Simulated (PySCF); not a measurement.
**Working out the ionisation energy of O**

O [He] 2s2 2p4 (3P) → O⁺ [He] 2s2 2p3 (4S). Computed with PySCF 2.14 in 6-31G* (3s2p1d, 14 functions), with the non-relativistic Hamiltonian (point nucleus). Frozen: 1s2. Energies in hartree (1 hartree = 27.21139 eV):

| part | O (lower) | O⁺ (upper) |
| --- | --- | --- |
| UHF | -74.783181 | -74.341075 |
| CCSD correlation | -0.110729 | -0.076074 |
| (T) | -0.000840 | -0.000540 |

Question: What does Hartree-Fock give?

Answer: (-74.341075) − (-74.783181) = 0.442106 hartree = 12.030 eV.

Question: What do CCSD and CCSD(T) give?

Answer: The CCSD correlation energies differ by 0.034655 hartree = 0.943 eV and the triples by 0.000300 hartree = 0.008 eV, so CCSD gives 12.973 eV and CCSD(T) 12.981 eV.

Measured between the centres of the two terms (NIST): 13.608 eV, so CCSD(T) (valence) is off by -0.627 eV.

What remains against the reference includes basis incompleteness, the frozen core and higher excitations.
